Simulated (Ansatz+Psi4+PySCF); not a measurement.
Results of a calculation; reference values are marked as such.
Input for PySCF 2.14.0:

```python
from pyscf import gto, scf, mp

mol = gto.M(atom="""
O 0.119260 0.000000 -5.000000
H -0.477050 0.763240 -5.000000
H -0.477050 -0.763240 -5.000000
O -0.119260 0.000000 5.000000
H 0.477050 -0.763240 5.000000
H 0.477050 0.763240 5.000000
""", basis='cc-pvtz', charge=1, spin=1)
mf = scf.UHF(mol)
mf.kernel()
pt = mp.MP2(mf, frozen=2).run()
print(mf.e_tot, pt.e_corr, pt.e_tot)
```

The script is written out from the run's settings.

Results

```
Converged                       : yes
Reference energy                : -151.66741 hartree
Correlation energy              : -0.51787 hartree
Total energy                    : -152.18528 hartree
Spin squared of the determinant : 0.777
```

Messages of the program:
```
WARN: beta  nocc = 9  HOMO -0.475768759616035 >= LUMO -0.475768718032902
WARN: HOMO -0.475768718032902 >= LUMO -0.475768718032902
WARN: beta  nocc = 9  HOMO -0.475768759616035 >= LUMO -0.475768718032902
WARN: HOMO -0.475768718032902 >= LUMO -0.475768718032902
```

The reference isn't the lowest determinant (another lies 1.25 eV lower), but the same method gives a higher total on the lower determinant. Caution: MP2 on this radical cation hangs on the determinant chosen; the charge can sit on one fragment and break the point group.
